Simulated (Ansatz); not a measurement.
A nudged elastic band was laid between two geometries of CH6Al2 (9 atoms, charge 0, multiplicity 1).

The calculation used RKS PBE0-D4/def2-mTZVP (Ansatz 0.2.0).

```json
{"movable images": "5", "climbing image": "yes", "spring": "5.0 eV/Å²", "optimiser": "quadratic models (default)", "start path": "IDPP", "force threshold": "0.05 eV/Å", "iteration limit": "60", "end points": "relaxed"}
```

First end point:

```xyz
9
Properties=species:S:1:pos:R:3
Al -0.769 0.901 -1.195
C 0.685 0.065 -0.220
Al 0.254 -0.967 1.365
H -1.528 0.099 -2.342
H -1.236 2.377 -0.826
H 1.200 -0.608 -0.917
H 1.370 0.865 0.087
H -0.048 -2.526 1.246
H 0.161 -0.252 2.784
```

Last end point:

```xyz
9
Properties=species:S:1:pos:R:3
Al -0.768 0.913 -1.187
C 0.683 0.050 -0.230
Al 0.253 -0.967 1.365
H -1.546 0.129 -2.334
H -1.211 2.393 -0.803
H 1.172 -0.636 -0.933
H 1.390 0.836 0.064
H 0.226 -0.252 2.787
H -0.111 -2.513 1.253
```

Problem. Which bonds break or form, and what moves?

Solution. No bond is made or broken. The dihedral Al1–C2–Al3–H8 goes from 90 to -89°. The two ends are copies of one structure, up to a mirror image or an exchange of like atoms.

Problem. Give the energies along the band, and the barrier.

Solution. The run converged. The highest image is number 3 of 0 to 6, 0.056 eV above the ends, which have the same energy within 2 meV. A vibrational analysis at the climbing image gives one clearly imaginary mode, 93i cm⁻¹: a first-order saddle point.

```
image  path coordinate (Å)  energy (eV)  dihedral Al1–C2–Al3–H8 (°)
    0                 0.00        0.000                          90
    1                 0.91        0.014                         120
    2                 1.82        0.042                         151
    3                 2.73        0.056                        -180
    4                 3.65        0.041                        -150
    5                 4.56        0.013                        -119
    6                 5.48        0.000                         -89
```

Problem. What is the geometry of the highest image?

Solution. 
```xyz
9
Properties=species:S:1:pos:R:3:forces:R:3
Al -0.665 1.174 -0.948 0.01 0.02 -0.04
C 0.622 -0.183 -0.461 0.03 -0.04 0.03
Al 0.209 -1.015 1.259 0.02 -0.01 -0.01
H -1.975 0.777 -1.763 0.00 0.00 0.01
H -0.455 2.682 -0.481 0.00 0.00 0.01
H 0.670 -0.996 -1.199 -0.01 0.02 0.00
H 1.643 0.217 -0.380 -0.02 0.01 -0.01
H 1.121 -2.158 1.885 -0.01 0.00 0.00
H -1.082 -0.544 2.070 -0.01 0.01 0.00
```

Problem. What are the harmonic wavenumbers there?

Solution. 93i, 103, 143, 373, 450, 486, 543, 663, 691, 709, 778, 812, 877, 932, 1389, 1909, 1922, 1924, 1929, 3025, 3075 cm⁻¹.

The band took 7 iterations and of the order of 90 core-seconds.

Run time: 88 s on 1 CPU thread of a shared host.
